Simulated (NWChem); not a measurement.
## Correlation energy of methanethiol (CH$_{4}$S)

```
C
H 1 1.0987
H 1 1.0990 2 108.29
H 1 1.0990 2 108.29 3 119.17
S 1 1.8122 2 106.21 3 -120.41
H 5 1.3500 1 97.01 2 180.00
```
Charge 0, spin multiplicity 1.

Program: NWChem. The geometry was optimised at PBE0/def2-SVP, a minimum by its harmonic frequencies.

Basis set: 3-21G. Each correlation energy counts from its own Hartree-Fock reference.

The correlated methods keep 6 core orbitals frozen. Coupled-cluster values serve here as a point of comparison, not as the truth.

Problem. Order these methods by the correlation energy they give, lowest first: MP2, SCS-MP2, CR-CCSD[T], CCSD.

Solution. CR-CCSD[T] (-181.0 mHa), CCSD (-178.2 mHa), SCS-MP2 (-157.7 mHa), MP2 (-151.5 mHa)
